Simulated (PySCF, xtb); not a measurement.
trimethylamine (C3H9N), SMILES CN(C)C.

Harmonic wavenumbers (cm⁻¹) from GFN2-xTB (xtb) at its own minimum, in rising order: 219, 237, 238, 372, 423, 424, 872, 1025, 1060, 1060, 1080, 1080, 1190, 1276, 1277, 1413, 1413, 1429, 1487, 1487, 1487, 1496, 1496, 1505, 2832, 2832, 2847, 3008, 3015, 3015, 3015, 3018, 3019.

### Question
What does PBE0-D3(BJ)/def2-SVP (PySCF) give at its own minimum? (The exact figures need the calculation; the answer reports its results.)

### Answer
258, 266, 266, 332, 424, 425, 877, 1067, 1090, 1090, 1119, 1119, 1202, 1340, 1340, 1425, 1425, 1452, 1452, 1457, 1464, 1481, 1491, 1491, 2924, 2924, 2940, 3086, 3086, 3088, 3142, 3144, 3144. Paired by order, the mean absolute difference is 46 cm⁻¹ and the zero-point energies are 73.8 and 75.5 kcal/mol.
